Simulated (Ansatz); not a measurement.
Ideal-gas functions of CHF2N, SMILES `N=C(F)F` at 500 K and 1 bar, from an Ansatz frequency run at PBE0-D4/def2-TZVP.

Molar mass 65.02 g/mol, point group Cs (symmetry number 1), electronic degeneracy 1, moments of inertia 43.765, 44.944, 88.709 u Å². Harmonic wavenumbers (cm⁻¹, unscaled): 550, 584, 726, 849, 981, 1052, 1344, 1865, 3584.

Use S(trans) = R[1.5 ln M + 2.5 ln T − 1.1517]; rotational temperatures θ = 24.2544 K / I; S(rot) = R[ln(√π/σ · √(T³/θAθBθC)) + 1.5]; for each mode x = 1.438777 ν̃/T, S = R[x/(eˣ − 1) − ln(1 − e⁻ˣ)] and H = RT x/(eˣ − 1); 1 cm⁻¹ = 0.0119627 kJ/mol; R = 8.31446 J/(mol·K).

Task: By hand: the entropy, in J/(mol·K).

Result: Translation 171.7. Rotation: θ = 0.5542, 0.5397, 0.2734 K, giving 105.1. Vibration, mode by mode: 5.31, 4.91, 3.55, 2.69, 1.99, 1.69, 0.86, 0.25, 0.00, in all 21.3. Electronic 0.0. Sum 298.1 J/(mol·K).

Task: By hand: H − E and G − E in kJ/mol, counted from the electronic energy.

Result: Zero-point energy ½ × 11535 × 0.0119627 = 69.0; thermal vibration 7.3; translation, rotation and pV give 4 RT = 16.6. H − E = 92.9 kJ/mol, and G − E = 92.9 − 500 × 298.1/1000 = -56.1 kJ/mol.

Vibration gives 7 % of the entropy. The sum counts one conformer and one mirror image; others add a mixing term.
